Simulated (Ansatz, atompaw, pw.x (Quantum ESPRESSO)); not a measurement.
Li (diamond): variants of one PAW (atompaw) potential in the solid

- Element: Li (Z = 3)
- Generator: atompaw 4.2.0.5
- Type: PAW
- Functional: PBEsol
- Relativity: scalar-relativistic
- Frozen core: [He]
- Valence charge: 1
- Reference configuration: 2s1 2p0
- Partial waves: 2s (bound): rc 3.00 bohr; 2s channel at 0.15 Ry: rc 2.30 bohr; 2p (bound, empty): rc 3.00 bohr; 2p channel at 0.35 Ry: rc 3.00 bohr; 3d channel at 0.05 Ry: rc 3.00 bohr
- Local potential: bessel scheme, radius 2.95 bohr
- Core correction: smooth core density matched at 1.90 bohr
- Augmentation charge: besselshape compensation charge, radius 3.00 bohr; PAW radius 3.00 bohr; waves and projectors: custom polynom2 7 10 vanderbiltortho

Crystal test: diamond Li in pw.x 7.5, no spin, 8³ k-points, Fermi–Dirac smearing 0.01 Ry, cutoffs set for each file from its atomic test. The reference is all-electron LAPW (Ansatz 0.2.0) with the same functional, mesh and smearing; V0 and B0 come from Birch–Murnaghan fits to the pressures at five volumes. Errors are pseudo minus all-electron; Δ is the rms difference of the E(V) curves that follow from these fits, minima aligned, over ±6 % about the mean V0. Mesh and smearing are coarse, so the numbers serve the comparison and aren't converged zero-temperature values; the lattice is a test structure that the element need not adopt.

All-electron: a0 = 5.914 Å (V0 = 25.86 Å³/atom), B0 = 5.4 GPa.

Base: The largest radius (3.00 bohr) exceeds half the bond length (2.42 bohr), so the spheres overlap, which is one possible source of error among others. This is a poor potential for the solid.

| change | cutoffs (Ry) | pw.x | a0 (Å) | a0 error (%) | B0 error (%) | Δ (meV/atom) | mean pressure error (GPa) |
| --- | --- | --- | --- | --- | --- | --- | --- |
| base | 40/400 | converged | 5.953 | +0.65 | +7.0 | 0.6 | +0.12 |
| core correction smooth core density matched at 1.46 bohr | 40/400 | converged | 5.957 | +0.72 | +6.7 | 0.7 | +0.13 |
| core correction smooth core density matched at 1.76 bohr | 40/400 | converged | 5.957 | +0.73 | +6.3 | 0.7 | +0.13 |
| core correction smooth core density matched at 2.12 bohr | 40/400 | converged | 5.939 | +0.41 | +9.1 | 0.4 | +0.07 |
| core correction smooth core density matched at 2.52 bohr | 40/400 | converged | 5.952 | +0.64 | +8.3 | 0.6 | +0.12 |
| core correction smooth core density matched at 2.74 bohr | 40/400 | converged | 5.957 | +0.71 | +7.7 | 0.7 | +0.13 |
